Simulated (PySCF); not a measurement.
Molecule: `O=C=O`, CO$_{2}$.

Numbering as in the mapped SMILES `[O:1]=[C:2]=[O:3]`.

Geometry PBE0-D3(BJ)/def2-SVP throughout; GIAO in PySCF 2.14, gas phase, one conformer, non-relativistic; equivalent atoms averaged; functional PBE0.

(1) How do the shifts δ (against H2O, TMS at the same level) depend on the basis set? (ppm; last column core-seconds on shared hosts with different chips, so compare them loosely)

(2) Which nucleus moves most, in ppm?

(3) Taking the largest basis, pcSseg-3 (216 functions), as the yardstick, rank the others by their worst heavy-atom deviation.

Answers

(1) 
```tsv
basis set	functions	O1/O3	C2	core-s
STO-3G	15	94.1	90.4	0.46
6-31G	27	106.0	121.7	1.1
pcSseg-0	27	139.2	138.7	2.8
6-31G*	42	92.8	115.0	1.3
def2-SVP	42	111.1	118.9	1.2
cc-pVDZ	42	112.4	119.6	3.8
pcSseg-1	51	124.6	131.7	3
aug-cc-pVDZ	69	105.8	126.6	3.5
6-311+G(2d,p)	81	108.3	130.1	2.3
cc-pVTZ	90	118.8	128.8	6.2
def2-TZVP	93	116.8	128.9	2.7
IGLO-III	105	112.9	131.2	6.6
pcSseg-2	108	115.1	132.5	2.3
pcSseg-3	216	113.2	132.8	19
```

(2) C2 (central carbon of a heterocumulene): from 90.4 ppm with STO-3G to 138.7 ppm with pcSseg-0. The smallest spread is 46.4 ppm, at O1/O3.

(3) IGLO-III 1.6 ppm (105 functions), pcSseg-2 1.9 ppm (108 functions), def2-TZVP 4.0 ppm (93 functions), 6-311+G(2d,p) 4.9 ppm (81 functions), cc-pVTZ 5.6 ppm (90 functions), aug-cc-pVDZ 7.4 ppm (69 functions), 6-31G 11.1 ppm (27 functions), pcSseg-1 11.4 ppm (51 functions), cc-pVDZ 13.3 ppm (42 functions), def2-SVP 13.9 ppm (42 functions), 6-31G* 20.4 ppm (42 functions), pcSseg-0 25.9 ppm (27 functions), STO-3G 42.4 ppm (15 functions).

A small basis that lands close on one nucleus may do so by chance; judge by the trend and by all nuclei.
